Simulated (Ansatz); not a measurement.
AlH6PSi (`[AlH2][SiH2]P`) from Hartree–Fock to CCSD(T)

Z-matrix (Å, degrees):
```
Si
P 1 2.268
Al 1 2.455 2 109.4
H 1 1.494 2 105.2 3 -117.5
H 1 1.491 2 112.2 3 126.6
H 2 1.421 1 95.3 3 -162.8
H 2 1.421 1 94.4 3 -69.1
H 3 1.589 1 121.4 2 128.5
H 3 1.588 1 119.3 2 -51.0
```

Charge 0, multiplicity 1. The structure was optimised at the PBE0-D4/def2-TZVP level. It is one conformer, not always the lowest. Frozen core, restricted reference, Ansatz 0.2.0. CBS rows extrapolate triple and quadruple zeta; past MP2 they add the triple-zeta difference.

```tsv
basis	HF (Eh)	MP2 corr.	CCSD corr.	(T)	CCSD(T) total
def2-SVP	-874.78480	-0.28866	?	-0.00954	?
def2-TZVPP	-875.09116	-0.36613	-0.42673	?	?
def2-QZVPP	-875.11697	?	–	–	–
CBS(def2)	-875.12053	-0.41394	?	as TZ	?
```

(1) Fill in the withheld values. (Estimate.)

Results:

(1) Computed: def2-SVP CCSD corr.: -0.34881; def2-SVP CCSD(T) total: -875.14315; def2-TZVPP (T): -0.01603; def2-TZVPP CCSD(T) total: -875.53392; def2-QZVPP MP2 corr.: -0.39359; CBS(def2) CCSD corr.: -0.47454; CBS(def2) CCSD(T) total: -875.61110.
